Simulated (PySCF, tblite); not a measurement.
Calculations on `O=P([O-])([O-])[O-]`, in the order of a workflow; each names the level of the geometry that it ran on. Settings lines and outputs come from a driver script.

Species: PO4 (charge -3).
SMILES with atom numbers: `[O:1]=[P:2]([O-:3])([O-:4])[O-:5]`

Step 1: GFN2-xTB geometry optimisation, gas phase (tblite 0.8.0) (from a force-field or distance-geometry start)
```json
{"job": {"kind": "relax", "xc": "GFN2-xTB", "basis": "xTB"}, "charge": -3, "multiplicity": 1}
```
```
step      E/eV     max force
  0    -517.17165    3.628
  1    -517.46635    1.829
  2    -517.59656    1.367
...
  7    -517.66072    0.077
  8    -517.66107    0.093
  9    -517.66131    0.065
 10    -517.66139    0.027
 11    -517.66140    0.005
```

Energy lowered by 11.3 kcal/mol over 11 steps; largest atomic force 0.005 eV/Å at the end. «max force» is the largest atomic force in eV/Å.

Hardware: one thread, Intel Xeon 6975P-C (x86_64), no GPU, on a shared host. Cost: under 0.1 s.

Step 2: GFN2-xTB harmonic vibrations, gas phase (tblite 0.8.0) (on the GFN2-xTB geometry)
```json
{"job": {"kind": "ir", "xc": "GFN2-xTB", "basis": "xTB"}, "charge": -3, "multiplicity": 1}
```
```
(table of modes left out)
```

9 modes from 385 to 900 cm⁻¹ (unscaled, harmonic); zero-point energy 8.3 kcal/mol; all wavenumbers are real at this level.

Time: under 0.1 s. Hardware: Intel Xeon 6975P-C, one thread, shared host with 192 logical CPUs at a one-minute load of 62.

Step 3: PBE0-D3(BJ)/def2-SVP geometry optimisation, gas phase (PySCF 2.14.0) (from the GFN2-xTB geometry)
```json
{"job": {"xc": "PBE0", "basis": "def2-SVP", "d3": "d3bj", "grid": 1, "kind": "geom"}, "charge": -3, "multiplicity": 1}
```
```
step   0  E = -641.01253791  max force = 0.012455
step   1  E = -641.01328054  max force = 0.001794
step   2  E = -641.01329872  max force = 0.000429
step   3  E = -641.01330290  max force = 0.000195
optimisation converged
```

Final energy -641.01330 Eh after 3 steps. Energies in Eh; «max force» is the largest Cartesian gradient component in Eh/bohr.

Time: 4.5 s wall; peak memory 0.33 GiB. Hardware: one thread of an Intel Xeon 6975P-C, no GPU, shared host with 192 logical CPUs at a one-minute load of 61.

Step 4: delta-SCF UKS SCAN, pcX-2 on the ionised atom, pcseg-1 elsewhere, spin-free X2C (PySCF 2.14.0) (on the PBE0-D3(BJ)/def2-SVP geometry)
```json
{"job": {"kind": "xps"}, "charge": -3, "multiplicity": 1}
```
```
...
ground state, core basis on atom 0 (O), 105 functions
  E(ground) = -642.75286599 Eh
hole in O 1s of atom 0
  E(ion) = -623.69654885 Eh   <S^2> = 0.7646   hole on atom = 1.000   binding energy = 518.549 eV
ground state, core basis on atom 1 (P), 116 functions
  E(ground) = -642.83685422 Eh
hole in P 1s of atom 1
  E(ion) = -564.38347666 Eh   <S^2> = 0.7515   hole on atom = 1.000   binding energy = 2134.825 eV
hole in P 2p of atom 1
  E(ion) = -638.40431166 Eh   <S^2> = 0.7528   hole on atom = 1.002   binding energy = 120.616 eV
  2p3/2 = 120.322 eV   2p1/2 = 121.212 eV
```

O1s of O1 518.55 eV; P1s of P2 2134.83 eV; P2p of P2 120.62 eV (mean of the 2p shell); one atom stands for each set of equivalent ones. SCF cycles are left out; they run on a coarse grid, and E(ground) and E(ion) are re-evaluated on a finer one. For a 2p shell the printed binding energy is that of one 2p hole without spin–orbit coupling; the 2p3/2 and 2p1/2 values follow from a further step that adds the ground-state splitting of the three 2p orbitals and a mean-field spin–orbit operator, and the shell mean corrects the one hole to the average of the three. The log counts atoms from 0, this text from 1.

On one thread, Intel Xeon 6975P-C (x86_64) (shared host), this took 4.1 s of wall time and 0.50 GiB of memory at its peak.

Geometry of the electronic-property runs (PBE0-D3(BJ)/def2-SVP):
```
atom  x, y, z in Å
O1     0.163   -0.363    1.715
P2    -0.054    0.021    0.177
O3    -0.917    1.365    0.079
O4     1.367    0.249   -0.523
O5    -0.829   -1.165   -0.565
```

Whether so highly charged an anion holds all its electrons in the gas phase wasn't checked; a finite basis holds them in any case. The ion is multiply charged and computed without counter-ions or solvent. (This holds for the electronic-property runs.)
